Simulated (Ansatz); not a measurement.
The input, for Ansatz 0.2.0:

```yaml
crystal:
  periodic: [false, false, false]
  atoms:
    - {symbol: N, position_ang: [0.000000, 0.000000, 1.596300]}
    - {symbol: Si, position_ang: [0.000000, 0.000000, -0.043500]}
    - {symbol: O, position_ang: [0.000000, 0.000000, -1.552800]}
basis:
  gaussian: {orbitals: "6-31G*"}
total_charge: 1
magnetization: {spin_polarized: true, initial_magnetization: 2}
hamiltonian: {xc: hf}
accuracy: high
output: {orbitals: {seedname: orbitals}}
```

```sh
$ ansatz run in.yaml --threads 1 --pin off --events-out ev --progress --plain --max-ram 2393MiB
```

Task: Roughly how long does this take on 1 thread of AMD EPYC 9R45, shared host, and how much host memory?

Result: 1.1 s wall and 0.14 GiB.

```
871 factors; integrals over basis functions are off by at most 3.8e-9 eV
mean field evaluation 1: about -11358.2375 eV, gradient 4.8e1 eV
mean field evaluation 2: about -11358.2829 eV, gradient 4.8e1 eV
mean field evaluation 4: about -11367.8414 eV, gradient 5.3e0 eV
mean field evaluation 8: about -11368.0635 eV, gradient 1.7e-1 eV
mean field evaluation 16: about -11368.0653 eV, gradient 1.8e-7 eV
mean field evaluation 32: about -11368.0006 eV, gradient 7.7e-1 eV
mean field evaluation 64: about -11362.8122 eV, gradient 2.1e1 eV
mean field evaluation 96: about -11368.0502 eV, gradient 3.0e-1 eV
mean field evaluation 128: about -11363.6470 eV, gradient 2.5e0 eV
mean field evaluation 160: about -11362.5075 eV, gradient 2.5e1 eV
mean field evaluation 192: about -11366.2082 eV, gradient 3.3e0 eV
mean field evaluation 224: about -11362.4362 eV, gradient 1.3e1 eV
mean field evaluation 256: about -11366.5850 eV, gradient 1.2e0 eV
mean field -11368.06533231 eV, -417.7686954108 hartree, gradient 2.1e-8 eV, S^2 2.041432; 2 other end points of the search recorded, 0 dependent functions left out
reference -11368.06533231 eV, -417.7686954108 hartree; 15, 13 occupied and 34, 36 virtual orbitals, 871 factors
Total energy: -11368.06533231 eV, -417.7686954108 hartree
```
